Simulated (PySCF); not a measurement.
Computed spin Hamiltonian

C₅H₅O (doublet state).
Geometry (GFN2-xTB, Å), atoms numbered from 1 in this order:
```
atom  x, y, z in Å
C1    -1.1445   -0.6958   -0.8321
C2    -0.4320    0.3972   -0.3419
C3    -0.7676    1.6589   -0.6418
O4    -1.0252    2.7718   -0.8761
C5     0.7442    0.3017    0.5394
C6     1.2761   -0.8261    0.9890
H7    -0.8536   -1.6941   -0.5816
H8    -1.9935   -0.5554   -1.4717
H9     1.1800    1.2517    0.8202
H10    2.1394   -0.8121    1.6308
H11    0.8822   -1.7952    0.7400
```

The hyperfine couplings belong to this conformer and change with its torsions.

As a line formula: `[CH2]C(=C=O)C=C` [radical].

Method: PySCF, UKS B3LYP, pcH-1 on C H O, non-relativistic, mean-field spin-orbit, GIAO. The structure is a single GFN2-xTB conformer in the gas phase; no vibrational or solvent corrections. Couplings are sensitive to structure, and on GFN2-xTB geometries they can be far from those on DFT ones. The SCF solution wasn't tested for stability.

* g1, g2, g3: 1.99850, 2.00210, 2.00348
* g_iso: 2.00136
* Form of g: rhombic: the two nearest values differ by 28 % of g3 − g1
* ⟨S²⟩: 0.7628 (exact 0.7500)
* α and β electrons: 22, 21
* Total energy: -268.68112 Eh

Isotropic coupling and dipolar principal values T1 to T3, in G (MHz turned into gauss with g_iso; 10 G = 1 mT):

| atom | isotope | a_iso | T1 | T2 | T3 | Mulliken spin population |
| --- | --- | --- | --- | --- | --- | --- |
| C1 | 13C | 22.9 | -22.5 | -22.0 | 44.4 | 0.84 |
| C2 | 13C | -13.7 | -4.2 | 1.1 | 3.1 | -0.14 |
| C3 | 13C | 6.7 | -9.4 | -8.5 | 17.9 | 0.25 |
| O4 | 17O | -4.2 | -17.4 | 8.3 | 9.0 | 0.11 |
| C5 | 13C | 0.9 | -0.5 | -0.1 | 0.6 | 0.01 |
| C6 | 13C | -0.5 | -0.2 | -0.1 | 0.3 | 0.00 |
| H7 | 1H | -18.2 | -11.0 | 0.2 | 10.8 | -0.04 |
| H8 | 1H | -17.4 | -10.2 | -0.2 | 10.4 | -0.04 |
| H9 | 1H | -0.7 | -0.7 | -0.6 | 1.3 | 0.00 |
| H10 | 1H | -0.1 | -0.3 | -0.3 | 0.5 | 0.00 |
| H11 | 1H | -0.1 | -0.9 | -0.6 | 1.4 | 0.00 |

The largest Mulliken spin populations are on C1 (+0.84), C3 (+0.25), C2 (-0.14) and O4 (+0.11). The positive populations add up to 1.21 and the negative ones to -0.21, together 2S = 1. The angles at C1 add up to 360.0°, so it is planar; its axial dipolar tensor and the negative couplings of its protons fit spin in a p orbital normal to that plane.

Axes: g1 points within 3° of the C3–O4 bond and g2 is normal to the molecular plane.

Under fast tumbling the dipolar parts average out, and these isotropic splittings remain: 1 × 1H (H7, I = 1/2, 2 lines) with 1.82 mT, 1 × 1H (H8, I = 1/2, 2 lines) with 1.74 mT and 1 × 1H (H9, I = 1/2, 2 lines) with 0.07 mT.

H7 and H8 aren't averaged: C1 is flat or nearly so (angle sum 360°), and its turn about the short C1–C2 bond (1.39 Å) is taken as slow.

The 17O coupling of O4 (-11.6 MHz) shows only in satellite lines or after enrichment, since that isotope makes up about 0.038 % of natural oxygen.

The 13C coupling of C1 (64.1 MHz) shows only in satellite lines or after enrichment, since that isotope makes up about 1.07 % of natural carbon.

Examples of negative spin density at the nucleus (bohr⁻³): C2 (-0.0342), H7 (-0.0114) and H8 (-0.0109).
